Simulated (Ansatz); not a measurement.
Reaction (isomerisation): `C=C(S)CF` → `C=C(F)CS`

Isolated molecules relaxed with PBE0-D4/def2-TZVP in Ansatz; ΔE leaves out vibrations. CCSD(T)/CBS adds triple-zeta CCSD(T) − MP2 to the extrapolated MP2 energy (def2 sets, frozen cores). Each species was taken in one conformer, which may not be the lowest.

```json
{"species": "`C=C(S)CF`", "CCSD/def2-TZVPP energy (Eh)": "-614.51158"}
{"species": "`C=C(F)CS`", "CCSD/def2-TZVPP energy (Eh)": "-614.51488"}
```

Q: Work out ΔE.

A: ΔE = (-614.51488) − (-614.51158) = -0.00330 Eh = -0.09 eV. CCSD(T)/CBS gives -0.08 eV.

Largest T1 diagnostic among the species: 0.011.
